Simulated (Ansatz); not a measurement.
**SiH4+ (quartet): the correlation ladder, 6-31G**

Aim: climb from Hartree-Fock through coupled cluster and multireference methods for SiH4+ (quartet) at one geometry and basis, and see what each rung misses.

Computed with Ansatz 0.2.0, Gaussian basis. Level: 6-31G, core rule «outside noble gas», up to 5 orbitals frozen.

Plan: UHF; CCSD(T) on ROHF; CCSD(T) on UHF; BCCD(T) on ROHF; CISD; CCSDT(Q) on ROHF; CCSDT(Q) on UHF; CISDTQ; CCSDTQ on ROHF; CCSDTQ on UHF; CASSCF and MRCISD+Q, 7 electrons in 8 orbitals; CASSCF and NEVPT2, 7 electrons in 8 orbitals; Full CI.

26 further runs of the same task are left out: 10 that didn't finish, 16 set aside as unsound or not needed.

**1. What is computed**

The geometry is a PBE0/def2-TZVP stationary point (not a proven minimum) of the parent state, kept for this charge and spin.

5 atoms, charge 1, spin multiplicity 4.

Atoms are counted from 1 here; the program's logs count them from 0.

Bond lengths: Si1–H2 1.529 Å, Si1–H3 1.529 Å, Si1–H4 1.529 Å, Si1–H5 1.529 Å. Angles: H2–Si1–H3 90.0°, H2–Si1–H4 90.0°, H2–Si1–H5 180.0°, H3–Si1–H4 180.0°, H3–Si1–H5 90.0°, H4–Si1–H5 90.0°.

**2. UHF**

in.yaml reads:

```yaml
crystal:
  periodic: [false, false, false]
  atoms:
    - {symbol: Si, position_ang: [0.000000, 0.000000, 0.000000]}
    - {symbol: H, position_ang: [-0.011525, 1.085107, 1.077576]}
    - {symbol: H, position_ang: [-0.016497, -1.077632, 1.084987]}
    - {symbol: H, position_ang: [0.016497, 1.077632, -1.084987]}
    - {symbol: H, position_ang: [0.011525, -1.085107, -1.077576]}
basis:
  gaussian: {orbitals: 6-31G}
total_charge: 1
magnetization: {spin_polarized: true, initial_magnetization: 3}
hamiltonian: {xc: hf}
output: {orbitals: {seedname: orbitals}}
```

Launch:

```bash
$ ansatz run in.yaml --threads 1 --pin off --events-out ev --progress --plain --max-ram 2393MiB
```

The runs that follow: CCSD(T) on ROHF; CCSD(T) on UHF; BCCD(T) on ROHF; CISD; CCSDT(Q) on ROHF; CCSDT(Q) on UHF; CISDTQ; CCSDTQ on ROHF; CCSDTQ on UHF; CASSCF and MRCISD+Q, 7 electrons in 8 orbitals; CASSCF and NEVPT2, 7 electrons in 8 orbitals; Full CI.

Before running them: what should the planned runs give, taken together? Wanted: FCI below the RHF energy; RMP2 from FCI; UMP2 from FCI; RCCSD from FCI; RCCSD(T) from FCI; UCCSD(T) from FCI; RCCSDT(Q) from FCI; UCCSDT(Q) from FCI; NEVPT2 valence from FCI.

The runs gave:

```
                         quantity                                                                                                                                        value
         FCI below the RHF energy                                                                                                                                   -1.7192 eV
                    RMP2 from FCI                                                                                                                                   +588.3 meV
                    UMP2 from FCI                                                                                                                                   +591.0 meV
                   RCCSD from FCI                                                                                                                                    +29.8 meV
                RCCSD(T) from FCI                                                                                                                                    +10.7 meV
                UCCSD(T) from FCI                                                                                                                                    +10.6 meV
               RCCSDT(Q) from FCI                                                                                                                                     +0.2 meV
               UCCSDT(Q) from FCI                                                                                                                                     +0.1 meV
          NEVPT2 valence from FCI                                                                                                                                   +106.4 meV
        MRCISD+Q valence from FCI                                                                                                                                     +4.2 meV
levels within 1 kcal/mol (43 meV)  RCCSD, UCCSD, RCCSD(T), UCCSD(T), BCCD(T), RCCSDT, UCCSDT, CISDTQ, RCCSDT(Q), UCCSDT(Q), RCCSDTQ, UCCSDTQ, MRCISD valence, MRCISD+Q valence
                    T1 diagnostic                                                                                                                                        0.016
   effectively unpaired electrons                                                                                                                                         3.02
```

RCCSD(T) lands +10.7 meV from the yardstick (0.6 % of the correlation energy). One determinant dominates. Of the multireference levels listed MRCISD+Q valence comes nearest in total energy (+4.2 meV), which doesn't show that its space is the better one. These misses are within one basis, not against nature; the frozen cores of restricted and unrestricted runs differ, which can shift their rows.
